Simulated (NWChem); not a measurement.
Molecule: disilane (Si$_{2}$H$_{6}$); SMILES [SiH3][SiH3]

Computed with NWChem. Geometry: optimised at PBE0/def2-SVP. Static field.

For level BHandHLYP/aug-cc-pVDZ:

| Quantity | Value |
|---|---|
| isotropic polarisability (bohr³) | 61.7 |
| anisotropy (bohr³) | 17.0 |

Task: What are these values for level PBE/aug-cc-pVDZ?

Result: 
| Quantity | Result |
|---|---|
| isotropic polarisability (bohr³) | 65.8 |
| anisotropy (bohr³) | 20.2 |
